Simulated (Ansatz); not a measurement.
fcc Ir, relaxed in Ansatz (plane waves) with several semilocal functionals. Each gives its own volume and its own elastic constant C11:

```json
[
 {"level": "LDA", "V0 (Å³/atom)": "13.838", "elastic constant C11 (GPa)": "671.8", "ln V0": "2.6274", "ln C11": "6.5100"},
 {"level": "r²SCAN", "V0 (Å³/atom)": "14.205", "elastic constant C11 (GPa)": "633.5", "ln V0": "2.6536", "ln C11": "6.4513"},
 {"level": "PBE", "V0 (Å³/atom)": "14.497", "elastic constant C11 (GPa)": "584.4", "ln V0": "2.6739", "ln C11": "6.3706"}
]
```

Question: Fit a straight line to ln C11 against ln V0. What does it predict for PBEsol, whose volume is 14.049 Å³/atom?

Answer: With x = ln V0 and y = ln C11: means 2.65163 and 6.44397; Σ(Δx Δy) = -0.003219, Σ(Δx²) = 0.001087, so the slope is -2.96. At x = 2.6426 the line gives y = 6.44397 + (-2.96) × (2.6426 − 2.65163) = 6.4707, or 645.9 GPa. The run with PBEsol gives 645.7 GPa, -0.0 % from the line. The rows used scatter about it by up to 1.3 %, while the largest value lies 15 % above the smallest.

Measured: 590 GPa (measured, temperature not stated, no zero-point or thermal correction; as tabulated in Mehl and Papaconstantopoulos (1996), arXiv:mtrl-th/9602003).

Ansatz's density-functional and Hartree–Fock values are scalar-relativistic unless marked +SOC, with PAW data made under PBE.

Ansatz is a quantum-chemistry and plane-wave program.
